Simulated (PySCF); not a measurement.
sulfur dioxide (O2S), SMILES S(=O)=O. Geometry: PBE-D3(BJ)/def2-TZVP.

Computed equilibrium geometry at PBE-D3(BJ)/def2-TZVP (PySCF confirms it by a frequency run) as bond lengths and angles, and its point group:
point group C2v.
Atoms: O1 S2 O3. Bonded distances (Å): O1–S2 1.457, S2–O3 1.457. Angles (°): O1–S2–O3 119.0.
